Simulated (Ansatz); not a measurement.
**C2H6Al radical: a spread of methods and bases**

How do the results and run time of C2H6Al radical respond when the settings are drawn wide?

Program: Ansatz 0.2.0, Gaussian basis. Level of theory: the settings change from run to run. These are calculated values, not measurements.

## (1) The geometry

An earlier PBE0-D4 in a triple-zeta def2 set relaxation fixed the geometry.

SMILES `[CH3][Al][CH3]`, 9 atoms, charge 0, spin multiplicity 2.

Atoms are counted from 1 here; the program's logs count them from 0.

Bond lengths: C1–Al2 1.972 Å, C1–H4 1.095 Å, C1–H5 1.095 Å, C1–H6 1.095 Å, Al2–C3 1.970 Å, C3–H7 1.097 Å, C3–H8 1.097 Å, C3–H9 1.091 Å. Angles: Al2–C1–H4 111.5°, Al2–C1–H5 111.1°, Al2–C1–H6 111.0°, H4–C1–H5 108.3°, H4–C1–H6 108.2°, H5–C1–H6 106.6°, C1–Al2–C3 118.6°, Al2–C3–H7 109.3°, Al2–C3–H8 109.4°, Al2–C3–H9 114.5°, H7–C3–H8 106.9°, H7–C3–H9 108.2°, H8–C3–H9 108.2°.

## (2) RPBE/cc-pVTZ-DK

Contents of in.yaml:

```yaml
crystal:
  periodic: [false, false, false]
  atoms:
    - {symbol: C, position_ang: [-0.810682, 1.130628, -0.941489]}
    - {symbol: Al, position_ang: [0.730955, 0.705543, 0.211938]}
    - {symbol: C, position_ang: [0.877252, -1.111394, 0.957803]}
    - {symbol: H, position_ang: [-1.467824, 0.264482, -1.069024]}
    - {symbol: H, position_ang: [-0.481864, 1.460855, -1.931942]}
    - {symbol: H, position_ang: [-1.401501, 1.950049, -0.519741]}
    - {symbol: H, position_ang: [0.915286, -1.838213, 0.137403]}
    - {symbol: H, position_ang: [-0.021771, -1.337921, 1.543504]}
    - {symbol: H, position_ang: [1.748748, -1.270329, 1.594450]}
basis:
  gaussian: {orbitals: cc-pVTZ-DK}
magnetization: {spin_polarized: true, initial_magnetization: 1}
hamiltonian: {xc: {name: RPBE}}
output: {forces: true}
```

On the command line:

```
ansatz run in.yaml --threads 2 --pin off --events-out ev --progress --plain --max-ram 32768MiB --backend cpu
```

The program printed, cut to the lines that bear on the results:

```text
Functional definition: RPBE
  name "RPBE"
  cite "Hammer, Hansen & Nørskov, Phys. Rev. B 59, 7413 (1999) doi:10.1103/PhysRevB.59.7413"
  cite "Perdew, Burke & Ernzerhof, Phys. Rev. Lett. 77, 3865 (1996) doi:10.1103/PhysRevLett.77.3865"
[...]
960 factors; their error is unknown
[...]
mean field -8781.46365453 eV, -322.7128370142 hartree, gradient 1.2e-5 eV, S^2 0.751412; 0 other end points of the search recorded, 0 dependent functions left out
[...]
reference -8781.46369977 eV, -322.7128386767 hartree; 16, 15 occupied and 162, 163 virtual orbitals, 960 factors
Total energy: -8781.46369977 eV, -322.7128386767 hartree
Relativity: scalar
Atom 0 at    -0.810682     1.130628    -0.941489 Å, force    -0.079366     0.038516    -0.066783 eV/Å
Atom 1 at     0.730955     0.705543     0.211938 Å, force     0.270664     0.275641     0.077295 eV/Å
Atom 2 at     0.877252    -1.111394     0.957803 Å, force     0.051625    -0.093324     0.067332 eV/Å
Atom 3 at    -1.467824     0.264482    -1.069024 Å, force    -0.161233    -0.191219    -0.038746 eV/Å
Atom 4 at    -0.481864     1.460855    -1.931942 Å, force     0.055687     0.082667    -0.228671 eV/Å
Atom 5 at    -1.401501     1.950049    -0.519741 Å, force    -0.143744     0.188587     0.077914 eV/Å
Atom 6 at     0.915286    -1.838213     0.137403 Å, force     0.012445    -0.177256    -0.177428 eV/Å
Atom 7 at    -0.021771    -1.337921     1.543504 Å, force    -0.198665    -0.064394     0.139819 eV/Å
Atom 8 at     1.748748    -1.270329     1.594450 Å, force     0.192587    -0.059217     0.149267 eV/Å
Dipole moment:    -0.074239    -0.074590    -0.021477 e Å
```

Run time: 9.6 s. Hardware: 2 threads, shared host.

Largest force 0.394 eV/Å, dipole 0.52 D, ⟨S²⟩ 0.751.

## (3) PBEsol/def2-mTZVP

in.yaml, as its differences from that of step 2:

```diff
@@ -13,5 +13,5 @@
 basis:
-  gaussian: {orbitals: cc-pVTZ-DK}
+  gaussian: {orbitals: def2-mTZVP}
 magnetization: {spin_polarized: true, initial_magnetization: 1}
-hamiltonian: {xc: {name: RPBE}}
+hamiltonian: {xc: {name: PBEsol}}
 output: {forces: true}
```

Same command.

The program printed, cut to the lines that bear on the results:

```text
Functional definition: PBEsol
  name "PBEsol"
  cite "Perdew et al., Phys. Rev. Lett. 100, 136406 (2008) doi:10.1103/PhysRevLett.100.136406"
  cite "Perdew, Burke & Ernzerhof, Phys. Rev. Lett. 77, 3865 (1996) doi:10.1103/PhysRevLett.77.3865"
  parent pbesol
[...]
863 factors; their error is unknown
[...]
mean field -8738.33236370 eV, -321.1277913116 hartree, gradient 8.0e-6 eV, S^2 0.750888; 0 other end points of the search recorded, 0 dependent functions left out
[...]
reference -8738.33240831 eV, -321.1277929511 hartree; 16, 15 occupied and 62, 63 virtual orbitals, 863 factors
Total energy: -8738.33240831 eV, -321.1277929511 hartree
Atom 0 at    -0.810682     1.130628    -0.941489 Å, force     0.223814    -0.068508     0.168808 eV/Å
Atom 1 at     0.730955     0.705543     0.211938 Å, force     0.097528     0.090747     0.031153 eV/Å
Atom 2 at     0.877252    -1.111394     0.957803 Å, force    -0.007217     0.270080    -0.101472 eV/Å
Atom 3 at    -1.467824     0.264482    -1.069024 Å, force    -0.206293    -0.244017    -0.049733 eV/Å
Atom 4 at    -0.481864     1.460855    -1.931942 Å, force     0.064901     0.107887    -0.294921 eV/Å
Atom 5 at    -1.401501     1.950049    -0.519741 Å, force    -0.188320     0.242251     0.093552 eV/Å
Atom 6 at     0.915286    -1.838213     0.137403 Å, force     0.014067    -0.235449    -0.217261 eV/Å
Atom 7 at    -0.021771    -1.337921     1.543504 Å, force    -0.249565    -0.094344     0.178324 eV/Å
Atom 8 at     1.748748    -1.270329     1.594450 Å, force     0.251086    -0.068646     0.191548 eV/Å
Dipole moment:    -0.069718    -0.063934    -0.022396 e Å
```

It took 2.7 s on 2 threads, shared host.

Largest force 0.323 eV/Å, dipole 0.47 D, ⟨S²⟩ 0.751.

## (4) wB97X/x2c-TZVPPall

Set apart from the defaults: high accuracy.

in.yaml, as its differences from that of step 3:

```diff
@@ -13,5 +13,6 @@
 basis:
-  gaussian: {orbitals: def2-mTZVP}
+  gaussian: {orbitals: x2c-TZVPPall}
 magnetization: {spin_polarized: true, initial_magnetization: 1}
-hamiltonian: {xc: {name: PBEsol}}
+hamiltonian: {xc: {name: wB97X}}
+accuracy: high
 output: {forces: true}
```

Launched as before.

The program printed, cut to the lines that bear on the results:

```text
Functional definition: wB97X
  name "wB97X"
  cite "Chai & Head-Gordon, J. Chem. Phys. 128, 084106 (2008) doi:10.1063/1.2834918"
  cite "Becke, J. Chem. Phys. 107, 8554 (1997) doi:10.1063/1.475007"
[...]
  # The coefficients of nought are those of the uniform gas.
[...]
      + exact_x_lr(omega)
[...]
      + integral(e_c_pw_opposite_spin*poly(b97_u_opposite, 1, cos1, cos2, cos3, cos4))
3334 factors; integrals over basis functions are off by at most 2.6e-8 eV
459 factors; integrals over basis functions are off by at most 2.4e-9 eV
[...]
mean field -8780.92876220 eV, -322.6931800837 hartree, gradient 7.3e-8 eV, S^2 0.752308; 0 other end points of the search recorded, 0 dependent functions left out
[...]
reference -8780.92875959 eV, -322.6931799877 hartree; 16, 15 occupied and 172, 173 virtual orbitals, 3334 factors
Total energy: -8780.92875959 eV, -322.6931799877 hartree
Relativity: scalar
Atom 0 at    -0.810682     1.130628    -0.941489 Å, force    -0.014518     0.024009    -0.018374 eV/Å
Atom 1 at     0.730955     0.705543     0.211938 Å, force    -0.020615    -0.025096    -0.004067 eV/Å
Atom 2 at     0.877252    -1.111394     0.957803 Å, force    -0.003006    -0.020783     0.004295 eV/Å
Atom 3 at    -1.467824     0.264482    -1.069024 Å, force     0.038363     0.054567     0.005977 eV/Å
Atom 4 at    -0.481864     1.460855    -1.931942 Å, force    -0.033299    -0.022582     0.060356 eV/Å
Atom 5 at    -1.401501     1.950049    -0.519741 Å, force     0.029219    -0.056040    -0.035399 eV/Å
Atom 6 at     0.915286    -1.838213     0.137403 Å, force     0.000097     0.041829     0.057155 eV/Å
Atom 7 at    -0.021771    -1.337921     1.543504 Å, force     0.061158     0.009578    -0.033884 eV/Å
Atom 8 at     1.748748    -1.270329     1.594450 Å, force    -0.057401    -0.005482    -0.036058 eV/Å
Dipole moment:    -0.062312    -0.062327    -0.018121 e Å
```

Run time: 79 s. Hardware: 2 threads, shared host; peak memory 1.6 GiB.

Largest force 0.073 eV/Å, dipole 0.43 D, ⟨S²⟩ 0.752.

## (5) PBEsol/aug-pcseg-2

This run has charge +1, multiplicity 1, coordinates scaled by 0.96, the search for lower states set to full.

Contents of in.yaml:

```yaml
crystal:
  periodic: [false, false, false]
  atoms:
    - {symbol: C, position_ang: [-0.778254, 1.085403, -0.903829]}
    - {symbol: Al, position_ang: [0.701717, 0.677321, 0.203460]}
    - {symbol: C, position_ang: [0.842162, -1.066938, 0.919490]}
    - {symbol: H, position_ang: [-1.409111, 0.253902, -1.026263]}
    - {symbol: H, position_ang: [-0.462590, 1.402421, -1.854665]}
    - {symbol: H, position_ang: [-1.345441, 1.872047, -0.498951]}
    - {symbol: H, position_ang: [0.878674, -1.764685, 0.131907]}
    - {symbol: H, position_ang: [-0.020900, -1.284404, 1.481764]}
    - {symbol: H, position_ang: [1.678798, -1.219516, 1.530672]}
basis:
  gaussian: {orbitals: aug-pcseg-2}
total_charge: 1
hamiltonian: {xc: {name: PBEsol}}
scf: {lower_state_search: full}
output: {forces: true}
```

The command is unchanged.

The program printed, cut to the lines that bear on the results:

```text
Functional definition: PBEsol
  name "PBEsol"
  cite "Perdew et al., Phys. Rev. Lett. 100, 136406 (2008) doi:10.1103/PhysRevLett.100.136406"
  cite "Perdew, Burke & Ernzerhof, Phys. Rev. Lett. 77, 3865 (1996) doi:10.1103/PhysRevLett.77.3865"
  parent pbesol
[...]
1088 factors; their error is unknown
[...]
mean field -8731.85455671 eV, -320.8897362955 hartree, gradient 2.2e-5 eV, S^2 0.000000; 0 other end points of the search recorded, 0 dependent functions left out
[...]
reference -8731.85460910 eV, -320.8897382207 hartree; 15, 15 occupied and 265, 265 virtual orbitals, 1088 factors
Total energy: -8731.85460910 eV, -320.8897382207 hartree
Atom 0 at    -0.778254     1.085403    -0.903829 Å, force     1.386715     1.060086     0.520948 eV/Å
Atom 1 at     0.701717     0.677321     0.203460 Å, force    -1.134063    -1.155116    -0.321464 eV/Å
Atom 2 at     0.842162    -1.066938     0.919490 Å, force     1.052474     1.339787     0.201269 eV/Å
Atom 3 at    -1.409111     0.253902    -1.026263 Å, force    -0.781517    -1.872570     0.138645 eV/Å
Atom 4 at    -0.462590     1.402421    -1.854665 Å, force     0.513673     0.641389    -1.788899 eV/Å
Atom 5 at    -1.345441     1.872047    -0.498951 Å, force    -1.084289     1.494336     0.677873 eV/Å
Atom 6 at     0.878674    -1.764685     0.131907 Å, force     0.164354    -0.977796    -1.689586 eV/Å
Atom 7 at    -0.020900    -1.284404     1.481764 Å, force    -1.661641     0.004663     1.043012 eV/Å
Atom 8 at     1.678798    -1.219516     1.530672 Å, force     1.544294    -0.534779     1.218200 eV/Å
Dipole moment:     0.380150     0.384567     0.108964 e Å
```

It took 14 s on 2 threads, shared host; peak memory 0.46 GiB.

Largest force 2.038 eV/Å.

## (6) wB97/cc-pVDZ

This run has atoms shaken by 0.03 Å, a grid of angular degree 11, high accuracy.

Contents of in.yaml:

```yaml
crystal:
  periodic: [false, false, false]
  atoms:
    - {symbol: C, position_ang: [-0.814593, 1.096695, -0.997532]}
    - {symbol: Al, position_ang: [0.738168, 0.694085, 0.221716]}
    - {symbol: C, position_ang: [0.858038, -1.134380, 0.957091]}
    - {symbol: H, position_ang: [-1.462327, 0.297562, -1.103666]}
    - {symbol: H, position_ang: [-0.490722, 1.414649, -1.927093]}
    - {symbol: H, position_ang: [-1.395980, 1.949277, -0.540768]}
    - {symbol: H, position_ang: [0.933436, -1.896862, 0.098007]}
    - {symbol: H, position_ang: [-0.068096, -1.336029, 1.548840]}
    - {symbol: H, position_ang: [1.757463, -1.274795, 1.571934]}
basis:
  gaussian: {orbitals: cc-pVDZ, final_grid: {core_spheres: 5, valence_spheres: 4, degree: 11}}
magnetization: {spin_polarized: true, initial_magnetization: 1}
hamiltonian: {xc: {name: wB97}}
accuracy: high
```

Launched as before.

The program printed, cut to the lines that bear on the results:

```text
Functional definition: wB97
  name "wB97"
  cite "Chai & Head-Gordon, J. Chem. Phys. 128, 084106 (2008) doi:10.1063/1.2834918"
  cite "Becke, J. Chem. Phys. 107, 8554 (1997) doi:10.1063/1.475007"
[...]
  # The coefficients of nought are those of the uniform gas.
[...]
      + integral(e_c_pw_opposite_spin*poly(b97_u_opposite, 1, cos1, cos2, cos3, cos4))
1814 factors; integrals over basis functions are off by at most 3.9e-9 eV
513 factors; integrals over basis functions are off by at most 2.4e-9 eV
[...]
mean field -8766.59565668 eV, -322.1664481709 hartree, gradient 6.4e-8 eV, S^2 0.752317; 0 other end points of the search recorded, 0 dependent functions left out
reference -8766.59565619 eV, -322.1664481529 hartree; 16, 15 occupied and 60, 61 virtual orbitals, 1814 factors
Total energy: -8766.59565619 eV, -322.1664481529 hartree
```

Wall time 6.5 s (2 threads, shared host).

⟨S²⟩ 0.752.

(Part 1 of 2 ends here.)
